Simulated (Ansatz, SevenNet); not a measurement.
## How the bulk modulus B0 of α-phase Ga moves with the method

No measured value is used here.

```json
[
 {"level (code)": "SevenNet-l3i5", "value (GPa)": "48.7", "cell (Å³/atom)": "20.36"},
 {"level (code)": "LDA (Ansatz)", "value (GPa)": "66.8", "cell (Å³/atom)": "18.36"},
 {"level (code)": "BLYP (Ansatz)", "value (GPa)": "30.2", "cell (Å³/atom)": "22.60"},
 {"level (code)": "PBE (Ansatz)", "value (GPa)": "48.4", "cell (Å³/atom)": "20.29"},
 {"level (code)": "PBE-D3(BJ) (Ansatz)", "value (GPa)": "56.9", "cell (Å³/atom)": "19.38"},
 {"level (code)": "PBE-D4 (Ansatz)", "value (GPa)": "61.6", "cell (Å³/atom)": "19.00"},
 {"level (code)": "PBEsol-D3(BJ) (Ansatz)", "value (GPa)": "68.9", "cell (Å³/atom)": "18.30"},
 {"level (code)": "r²SCAN-D4 (Ansatz)", "value (GPa)": "67.3", "cell (Å³/atom)": "18.85"}
]
```

BLYP: the cell is over a tenth larger than the published one: the level's own overestimate first of all, though another phase or state, or a fault of the published cell, is possible. Each level is taken at its own relaxed cell. Cutoffs differ between the levels. Ansatz's density-functional and Hartree–Fock values are scalar-relativistic unless marked +SOC, with PAW data made under PBE.

Machine-learned potentials (SevenNet-l3i5) are trained on DFT data: a solid inside that data is no test of them.

Ansatz is a first-principles code.
